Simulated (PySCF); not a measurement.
NO₂(OH) was optimised in PySCF in the def2-TZVP basis family (density fitting, no spin–orbit coupling) with several functionals.

One of them gave a singlet of Cs symmetry with a mean bond of 1.287 Å to N, wavenumbers 477, 553, 599, 750, 847, 1258, 1303, 1722, 3598 cm⁻¹ and a HOMO–LUMO gap of 4.55 eV.

Q: Which level of theory was it?
A. B3LYP
B. PBE0
C. PBE

A: C. That is PBE, with N–O 1.200 Å, N–O 1.216 Å, N–O 1.444 Å, O–H 0.982 Å. The others give PBE0 1.257 Å and 3765 cm⁻¹ for the highest mode; B3LYP 1.270 Å and 3704 cm⁻¹ for the highest mode.

Each species is the lowest minimum found with this bonding; other isomers or fragments can lie lower.
